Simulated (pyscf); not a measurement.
HO–SiH(O–SiH₃)–O–SiH₃ (SMILES O[SiH](O[SiH3])O[SiH3]) + HF (SMILES F) → F–SiH(O–SiH₃)–O–SiH₃ (SMILES F[SiH](O[SiH3])O[SiH3]) + H₂O (SMILES O), a four-centre exchange (singlet surface; O–Si, F–H broken, F–Si, H–O formed). Single points on ωB97X-D3(BJ)/def2-SVP structures (PySCF, gas phase). Energies in kcal/mol from the separated reactants.

GFN2-xTB: tblite. 

**Question.** Quick GFN2-xTB single points give ΔE‡ = 14.9 kcal/mol and ΔE = -16.8 kcal/mol. What does ωB97M-D3(BJ)/def2-TZVP give, and how far is the quick result from it?

**Answer.** ωB97M-D3(BJ)/def2-TZVP gives ΔE‡ = 13.8 kcal/mol and ΔE = -11.0 kcal/mol. GFN2-xTB lies 1.0 kcal/mol over it in the barrier and 5.9 kcal/mol under it in the reaction energy, so on this step it does not hold to within 3.0 kcal/mol. ωB97M-D3(BJ)/def2-TZVP has limits of its own. On the reactant side the descent ends in a bound adduct, 9.6 kcal/mol under the separated species and 24.0 kcal/mol under the saddle at ωB97X-D3(BJ)/def2-TZVP. One saddle was located; it need not be the lowest between these sides.
